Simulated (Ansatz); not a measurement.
Sn, DFT, PBE, all-electron LAPW, scalar-relativistic (Ansatz 0.2.0), run on 1 thread of Arm Neoverse V1 on a shared host.

The structure comes from a relaxation in the same program, started in the diamond type. Whether it is a known phase or the ground state wasn't checked. The listed cell was then made from it by scaling, straining or moving an atom.

Command: `ansatz run input.yaml --threads 1 --pin off --max-ram 2048MiB --backend cpu --events-out ev --progress --plain --runs-dir out`

```yaml
crystal:
  lattice:
    - [0.0, 3.3608056449, 3.3608056449]
    - [3.3608056449, 0.0, 3.3608056449]
    - [3.3608056449, 3.3608056449, 0.0]
  atoms:
    - { symbol: Sn, position: [0.0, 0.0, 0.0] }
    - { symbol: Sn, position: [0.25, 0.25, 0.25] }
kpoints:
  mp_grid: { grid: [9, 9, 9] }
scf:
  occupations: { method: fermi_dirac, width: 0.05 }
hamiltonian:
  xc: pbe
  pseudopotentials: { kind: all_electron, lapw: { basis_error: 0.0005 } }
output:
  forces: true
  stress: true
  eigenvalues: true
```

How large is the problem that the program sets up?

35 irreducible k-points, 701 plane waves at Γ, 27 bands.

Estimate the wall time and the peak memory.

14 s of wall time for 7 SCF iterations, with a peak of 0.34 GiB. Times on shared machines scatter by tens of per cent.

And the same cell and mesh by PAW (frozen-core files), asked for forces, stress, eigenvalues, efg, on the same hardware?

3.9 s, peak memory 0.36 GiB.
